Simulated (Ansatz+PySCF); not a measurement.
Results of a calculation; reference values are marked as such.
# Several solutions for singlet MgO

```xyz
2

Mg    0.0000    0.0000    0.0000
O     0.0000    0.0000    2.1000
```

Basis set: 6-31G (spherical functions). Charge 0, multiplicity 1.

PBE0 (unrestricted) was run from several starts with Ansatz (development build ahead of 0.2.0).

| run | program | start | converged | energy (hartree) | <S²> |
| --- | --- | --- | --- | --- | --- |
| A | Ansatz | atomic start, no search | yes | -274.95645 | 0.00 |
| B | Ansatz | stability test followed | yes | -274.99339 | 1.01 |
| C | Ansatz | search for the lowest state | yes | -274.99339 | 1.01 |

Q: Which runs reached the lowest solution of this kind, and what is wrong with the others?

A: B, C reached the lowest solution found. Converged but too high: A by 1.01 eV. Convergence only shows a stationary point, and even a stable one can lie too high; stability tests and further starts are what find lower ones. Caution: the unrestricted determinant is a mixture of spin states.
